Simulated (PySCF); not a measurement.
BHCl2.
Bonds: Cl1–B2, B2–Cl3. Hydrogens: H4 on B2.

Method: core-valence-separated Tamm–Dancoff BHandHLYP/aug-pcX-1 (pcseg-1 on H, def2-SVPD on Cl) in PySCF, non-relativistic, gas phase, PBE0-D3(BJ)/def2-SVP geometry.

Computed boron K-edge spectrum, Gaussian lines of 0.4 eV full width, highest printed point 100; it ends one width below the last computed root. The energies are unshifted.

photon energy (eV), absorption and a bar:
```
    187.4          2 #
    187.6         30 #########
    187.8        100 ##############################
    188.0         85 #########################
    188.2         18 #####
    188.4          1 
    188.6          0 
    188.8          0 
    189.0          0 
    189.2          0 
    189.4          0 
    189.6          0 
    189.8          0 
    190.0          0 
    190.2          0 
    190.4          0 
    190.6          0 
    190.8          0 
    191.0          0 
    191.2          0 
    191.4          0 
    191.6          0 
    191.8          0 
    192.0          0 
    192.2          0 
    192.4          0 
    192.6          0 
    192.8          0 
    193.0          4 #
    193.2         23 #######
    193.4         44 #############
    193.6         68 ####################
    193.8         65 ####################
    194.0         20 ######
    194.2          5 ##
    194.4         17 #####
    194.6         21 ######
    194.8         14 ####
    195.0         22 #######
    195.2         21 ######
    195.4          5 ##
    195.6          0
```

Assign the maxima to core holes.

4 maxima:
- 187.9 eV: B2 (three-coordinate boron), 187.88 eV, f = 0.097, 100 % of the height at the exact maximum
- 193.7 eV: B2 (three-coordinate boron), 193.71 eV, f = 0.061, 92 % of the height at the exact maximum
- 194.5 eV: B2 (three-coordinate boron), 194.51 eV, f = 0.018, 91 % of the height at the exact maximum
- 195.1 eV: B2 (three-coordinate boron), 195.11 eV, f = 0.021, 96 % of the height at the exact maximum

Further lines of some strength in the range: B2, 193.34 eV, f = 0.029.

Roots within 0.03 eV on the same or equivalent atoms count as one line; shares under 12 % aren't listed.

Vibrational structure and lifetime widths aren't in the curve. The ionisation threshold wasn't computed; near and above it a finite basis only mimics Rydberg series and continuum.
